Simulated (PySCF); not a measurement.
## Property card for `N` (NH3)

NH3.
Numbering: `[NH3:1]` (hydrogens: H2, H3, H4 on N1)

**GFN2-xTB geometry**

| Item | Value |
| --- | --- |
| Point group of the GFN2-xTB geometry | C3v |
| Rotational constants A, B, C of the GFN2-xTB geometry | 300.662, 300.485, 187.609 GHz |

**B3LYP/MINI ground state and GIAO shieldings, non-relativistic (PySCF)**

| Item | Value |
| --- | --- |
| Dipole moment | 2.03 D |
| HOMO energy | -6.93 eV |
| LUMO energy | 5.06 eV |
| HOMO–LUMO gap | 11.99 eV |
| 1H chemical shifts (computed TMS as zero) by class | -0.24 (H2/H3/H4) ppm |
| Isotropic shieldings of nuclei other than C and H, by class | 296 (N1) ppm |

Monoisotopic mass from the formula: 17.0265 u.

The rotational constants are those of an oblate symmetric top; the small spread among constants that symmetry makes equal is optimisation noise. A dipole of 2.03 D is allowed in C3v, and pure rotational transitions are dipole-allowed. The dipole matches unit charges of opposite sign 0.42 Å apart (1 e·Å = 4.8032 D). With B = h/(8π²I), that is 505.379 GHz u Å² over I, the principal moments of inertia are 1.68, 1.68 and 2.69 u Å² (most abundant isotopes); the inertial defect Ic − Ia − Ib is -0.7 u Å² (zero for a rigid planar frame, negative otherwise).

Geometry: GFN2-xTB; no solvent, vibrations or thermal averaging.
